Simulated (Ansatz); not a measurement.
# H₂Si–As, doublet: vertical spin and charge gaps

Geometry (PBE0/def2-TZVP stationary point for this spin, not checked as a minimum):

```
atom   x (Å)    y (Å)    z (Å)
  Si  0.0000   0.0000   1.5272
  As  0.0000   0.0000  -0.6362
   H  0.0000   1.2259   2.3663
   H  0.0000  -1.2259   2.3663
```

Basis cc-pVTZ; Ansatz 0.2.0. Only valence electrons are correlated (noble-gas cores and the filled d shells of p-block atoms frozen). R marks a restricted (for open shells ROHF) determinant, U an unrestricted one. Active spaces: valence = (11e, 10o) chosen from the atoms' valence shells. No spin–orbit coupling is included, and no scalar relativity.

Gaps are energies of the second state less the first, at fixed atoms, for a selection of the levels run; each method lands on the state that its own search finds for that charge and spin.

Unrestricted rows (U, and Kohn–Sham where it breaks symmetry) aren't spin-pure: their determinants' ⟨S²⟩ exceeds S(S+1) by up to 0.43, so they mix in states of higher spin. A value is left out where its run failed or describes another state than the reference as far as symmetry and spin tell, or, spin-broken singlets apart, can't be checked.

Task: PBE gives 8.698 eV for removing an electron, to the triplet. Estimate what UCCSDT(Q) gives in cc-pVTZ.

Result: UCCSDT(Q) in cc-pVTZ gives 8.680 eV, so against it PBE is off by 0.018 eV, of which a good part can be the reference's own basis and frozen-core error.

```tsv
level	gap (eV)	error (meV)	⟨S²⟩ where 0.1 over S(S+1) (first / second)
UHF	7.519	-1161	1.18 / –
UMP2	8.326	-354	1.18 / –
UCCSD(T)	8.634	-46	1.18 / –
BCCD(T)	8.662	-18	– / –
CASSCF (valence space)	7.720	-960	– / –
NEVPT2 (valence space)	8.513	-167	– / –
r2SCAN	8.727	47	– / –
B3LYP	8.690	10	– / –
B2PLYP	8.595	-85	– / –
RPA-PBE	8.859	179	– / –
```

Quartet less doublet: 2.023 eV at UCCSDT(Q).

| level | gap (eV) | error (meV) | ⟨S²⟩ where 0.1 over S(S+1) (first / second) |
| --- | --- | --- | --- |
| UMP2 | 1.741 | -282 | 1.18 / – |
| UCCSD | 1.877 | -146 | 1.18 / – |
| UCCSD(T) | 1.981 | -42 | 1.18 / – |
| MRCISD (valence space) | 2.044 | 21 | – / – |
| r2SCAN | 1.864 | -159 | – / – |
| PBE0 | 1.851 | -172 | – / – |
| B3LYP | 2.051 | 28 | – / – |
| wB97M-V | 1.962 | -61 | – / – |
| B2PLYP | 2.034 | 11 | – / – |
| RPA-PBE | 2.025 | 2 | – / – |

Functionals correlate the shells that the reference freezes, so part of their error here is the reference's.

Full CI isn't at hand for all of this; UCCSDT(Q) serves as the reference, and is uncertain by about the last step of the cluster series. The frozen core follows each run's orbitals, which can shift R against U totals by a few meV for light atoms and by up to 0.1 eV past Ca.
